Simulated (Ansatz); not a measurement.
CH3Cl2 (SMILES [Cl-].CCl) (charge -1), singlet: a relaxation.

Input (in.yaml):

```yaml
crystal:
  periodic: [false, false, false]
  atoms:
    - {symbol: Cl, position_ang: [-0.005890, -0.001532, -3.970181]}
    - {symbol: C, position_ang: [0.001385, 0.000376, 0.936782]}
    - {symbol: Cl, position_ang: [-0.001263, -0.000257, -0.880220]}
    - {symbol: H, position_ang: [1.032455, 0.162801, 1.302947]}
    - {symbol: H, position_ang: [-0.372790, -0.973113, 1.305389]}
    - {symbol: H, position_ang: [-0.653896, 0.811825, 1.305183]}
basis:
  gaussian: {orbitals: def2-TZVPD}
total_charge: -1
hamiltonian: {xc: pbe0, dispersion: d4}
relax: {f_tol: 0.005, max_steps: 200}
```

Run by:

```bash
ansatz run in.yaml --threads 2 --pin off --events-out ev --progress --plain --max-ram 5222MiB
```

What Ansatz 0.2.0 printed:

```
Functional definition: PBE0
  name "PBE0"
  cite "Adamo & Barone, J. Chem. Phys. 110, 6158 (1999) doi:10.1063/1.478522"
  cite "Perdew, Burke & Ernzerhof, Phys. Rev. Lett. 77, 3865 (1996) doi:10.1103/PhysRevLett.77.3865"
  parent pbe
  parameter a = 0.25
  parameter kappa = 0.804
  parameter beta = 0.06672455060314922
  exchange = (1 - a)*pbe_x(kappa = kappa, mu = beta*pi^2/3) + a*exact_x
  correlation = pbe_c(beta = beta)
943 factors; their error is unknown
mean field evaluation 1: about -26122.7181 eV, gradient 2.7e1 eV
mean field evaluation 2: about -26122.0608 eV, gradient 3.3e1 eV
mean field evaluation 4: about -26124.5699 eV, gradient 1.2e0 eV
mean field evaluation 8: about -26124.6217 eV, gradient 3.4e-2 eV
mean field -26124.62173950 eV, -960.0621410222 hartree, gradient 9.7e-6 eV, S^2 0.000000; 0 other end points of the search recorded, 0 dependent functions left out
the calculation of the forces begins
reference -26124.62177810 eV, -960.0621424407 hartree; 22, 22 occupied and 134, 134 virtual orbitals, 943 factors
relax step   1: F+E_penalty+E_count = -26124.70015495 eV  Δ(F+E_penalty+E_count) = +0.000e0 eV  max|allowed force component| = 8.584e-1 eV/Å  Δτ_max = 0.0000 Å  (26 SCF iters, accepted)
relax step   2: F+E_penalty+E_count = -26124.72468224 eV  Δ(F+E_penalty+E_count) = -2.453e-2 eV  max|allowed force component| = 4.733e-1 eV/Å  Δτ_max = 0.0188 Å  (31 SCF iters, accepted)
relax step   3: F+E_penalty+E_count = -26124.73174308 eV  Δ(F+E_penalty+E_count) = -7.061e-3 eV  max|allowed force component| = 1.417e-1 eV/Å  Δτ_max = 0.0164 Å  (31 SCF iters, accepted)
relax step   4: F+E_penalty+E_count = -26124.73556031 eV  Δ(F+E_penalty+E_count) = -3.817e-3 eV  max|allowed force component| = 5.418e-2 eV/Å  Δτ_max = 0.0525 Å  (31 SCF iters, accepted)
relax step   5: F+E_penalty+E_count = -26124.73710745 eV  Δ(F+E_penalty+E_count) = -1.547e-3 eV  max|allowed force component| = 1.458e-2 eV/Å  Δτ_max = 0.0539 Å  (31 SCF iters, accepted)
relax step   6: F+E_penalty+E_count = -26124.73722360 eV  Δ(F+E_penalty+E_count) = -1.162e-4 eV  max|allowed force component| = 7.821e-3 eV/Å  Δτ_max = 0.0169 Å  (32 SCF iters, accepted)
relax step   7: F+E_penalty+E_count = -26124.73722874 eV  Δ(F+E_penalty+E_count) = -5.143e-6 eV  max|allowed force component| = 6.198e-3 eV/Å  Δτ_max = 0.0040 Å  (33 SCF iters, accepted)
relax step   8: F+E_penalty+E_count = -26124.73722942 eV  Δ(F+E_penalty+E_count) = -6.754e-7 eV  max|allowed force component| = 7.418e-5 eV/Å  Δτ_max = 0.0003 Å  (33 SCF iters, accepted)
Total energy: -26124.73726782 eV, -960.0663866094 hartree
Atom 0 at    -0.006044    -0.001543    -4.097409 Å, force    -0.000000    -0.000000    -0.000015 eV/Å
Atom 1 at     0.001411     0.000380     0.954960 Å, force    -0.000000     0.000000    -0.000074 eV/Å
Atom 2 at    -0.001229    -0.000298    -0.817245 Å, force    -0.000000     0.000000    -0.000032 eV/Å
Atom 3 at     1.016790     0.160345     1.318290 Å, force    -0.000025    -0.000004     0.000040 eV/Å
Atom 4 at    -0.367051    -0.958266     1.320783 Å, force     0.000009     0.000023     0.000041 eV/Å
Atom 5 at    -0.643875     0.799482     1.320522 Å, force     0.000016    -0.000020     0.000040 eV/Å
Dipole moment:     0.003495     0.000902     2.370854 e Å

[the SCF lines of later steps are left out]
```

The run took about 20 s on 2 CPU threads of an Arm Neoverse V2 (shared host).
